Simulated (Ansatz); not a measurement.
## Voigt–Reuss–Hill shear modulus of diamond-structure Ge at several levels of theory

No measured value is used here.

| level (code) | value (GPa) | cell (Å³/atom) |
|---|---|---|
| LDA (Ansatz) | 50.7 | 22.21 |
| PBE (Ansatz) | 44.7 | 23.89 |
| PBEsol (Ansatz) | 47.9 | 22.85 |
| PBE-D3(BJ) (Ansatz) | 47.4 | 23.14 |
| r²SCAN (Ansatz) | 55.4 | 22.84 |
| LC-ωPBE (Ansatz) | 70.0 | 21.56 |
| r²SCANh (Ansatz) | 58.1 | 22.64 |

LDA, PBE, PBEsol, PBE-D3(BJ): the solid has no gap at this level, which affects its response. PBE-D3(BJ): the dispersion coefficients are held fixed in the derivatives. Each level is taken at its own relaxed cell. Cutoffs and k meshes differ between the levels. Ansatz's density-functional and Hartree–Fock values are scalar-relativistic unless marked +SOC, with PAW data made under PBE.

Ansatz is a first-principles code.
